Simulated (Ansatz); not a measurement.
# AlO: the cost of one run

Method: the levels named in each step, in Ansatz 0.2.0.

### 1 The structure to begin with

Bond lengths: O1–Al2 1.615 Å.

As a file:

```xyz
2

O     0.0000    0.0000    0.0000
Al    0.0000    0.0000    1.6154
```

### 2 A rough first relaxation, PBE-D4/def2-SVPD

input.yaml

```yaml
crystal:
  periodic: [false, false, false]
  atoms:
    - { symbol: O, position_ang: [0.0, 0.0, 0.0] }
    - { symbol: Al, position_ang: [0.0, 0.0, 1.61544] }
total_charge: -1
basis:
  gaussian: { orbitals: def2-SVPD }
hamiltonian:
  xc: pbe
  dispersion: d4
relax:
  f_tol: 0.03
  max_steps: 200
```

The run is started by

```sh
ansatz run input.yaml --threads 1 --pin off --max-ram 2560MiB --backend cpu --events-out ev --progress --plain --runs-dir out
```

**Question.** How long does this run take on 1 thread of Intel Xeon Platinum 8259CL at 2.50GHz (Skylake/Cascade Lake), shared host, and how much memory does it need?

About 2.5 s, with a peak of 0.11 GiB.
